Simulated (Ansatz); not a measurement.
`C/N=C/Cl` + `CC(Cl)Cl` → `CC(C)(Cl)Cl` + `N=CCl` at 600 K and 1 bar (formal exchange of groups at a C–N bond).

Program: Ansatz. Geometries: PBE0-D4/def2-TZVP. ΔE: electronic, gas phase. CBS: MP2 limit from def2 TZ/QZ plus the TZ coupled-cluster correction, frozen cores. This one scheme is used for every species. One conformer a species, not always the lowest.

| species | CCSD(T)/CBS energy (Eh) | H − E (kJ/mol) | S (J/(mol·K)) |
| --- | --- | --- | --- |
| `C/N=C/Cl` | -592.96072 | 198.3 | 354.5 |
| `CC(Cl)Cl` | -998.07052 | 194.8 | 367.9 |
| `CC(C)(Cl)Cl` | -1037.33801 | 281.0 | 409.3 |
| `N=CCl` | -553.70684 | 112.3 | 300.7 |

H − E and S are ideal-gas, rigid-rotor, harmonic terms from PBE0-D4/def2-TZVP, for one conformer and one mirror image of each species. 1 Eh = 2625.50 kJ/mol, R = 8.31446 J/(mol·K).

By hand: ΔE, ΔH, ΔS and ΔG.

ΔE = (-1037.33801) + (-553.70684) − (-592.96072) − (-998.07052) = -0.01361 Eh = -35.7 kJ/mol. Δ(H − E) = 281.0 + 112.3 − 198.3 − 194.8 = 0.2, so ΔH = -35.5 kJ/mol. ΔS = 409.3 + 300.7 − 354.5 − 367.9 = -12.4 J/(mol·K). ΔG = -35.5 − 600 × (-12.4)/1000 = -28.1 kJ/mol.

By hand: the equilibrium constant, and the temperature at which ΔG would vanish if ΔH and ΔS stayed fixed.

log₁₀ K = −ΔG/(RT ln 10) = 2.4. ΔG = 0 at ΔH/ΔS = 2863 K, far beyond where these terms or the molecules hold.

The number of gas molecules stays the same, so ΔS is small and ΔH decides. A doubt of 5 kJ/mol in ΔE shifts log₁₀ K by 0.4 here. Other conformers and mirror images would add mixing entropy, several J/(mol·K) or more a flexible species. These are equilibria of isolated gas molecules and say nothing of rates. Largest T1 diagnostic: 0.012 (customary marks: 0.02 for closed shells, 0.045 for open ones).
